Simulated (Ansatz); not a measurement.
**BeNH2 (doublet): from Hartree-Fock to the top rungs, def2-QZVPP**

One table from this session's results is given with a row withheld; the runs are named, their logs left out.

Program: Ansatz 0.2.0, Gaussian basis. Level of theory: def2-QZVPP, core rule «outside noble gas», up to 2 orbitals frozen. These are calculated values, not measurements.

To be run: UHF; ROHF; CCSD(T) on UHF.

## The system

The geometry is a PBE0/def2-TZVP stationary point (not a proven minimum) of the parent state, kept for this charge and spin.

4 atoms, charge 0, spin multiplicity 2.

Atoms are counted from 1 here; the program's logs count them from 0.

Bond lengths: N1–Be2 1.674 Å, N1–H3 1.024 Å, Be2–H4 1.461 Å. Angles: Be2–N1–H3 130.3°, N1–Be2–H4 80.9°.

The first run:

Contents of in.yaml:

```yaml
crystal:
  periodic: [false, false, false]
  atoms:
    - {symbol: N, position_ang: [0.000000, -0.063984, 0.637289]}
    - {symbol: Be, position_ang: [0.000000, -0.131246, -1.035629]}
    - {symbol: H, position_ang: [0.000000, 0.743116, 1.267285]}
    - {symbol: H, position_ang: [0.000000, 1.319522, -0.863531]}
basis:
  gaussian: {orbitals: "def2-QZVPP.json"}
magnetization: {spin_polarized: true, initial_magnetization: 1}
hamiltonian: {xc: hf}
output: {orbitals: {seedname: orbitals}}
```

Run with:

```bash
$ ansatz run in.yaml --threads 1 --pin off --events-out ev --progress --plain --max-ram 2393MiB
```

Steps of the session up to this table: UHF; ROHF; CCSD(T) on UHF.

One table of the session follows, with a row left open; its other results are not shown here.

It belongs to the step «Misses and costs». 

```
  method  from UCCSD(T) (meV)
    ROHF              +8003.4
     UHF              +7753.1
    UMP2                    ?
   UCCSD               +338.6
UCCSD(T)                    0
```

Estimate the missing values for UMP2.

The run gave: from UCCSD(T) (meV): +979.0. In the column «from UCCSD(T) (meV)» it lies between UCCSD (+338.6) and UHF (+7753.1).

Limits of these values: The determinant is far from a pure spin state, so its energy mixes those of several spin states (harmless only where they are near-degenerate, as at dissociation). Warnings: spin contamination; coupled cluster took another determinant than the lowest.
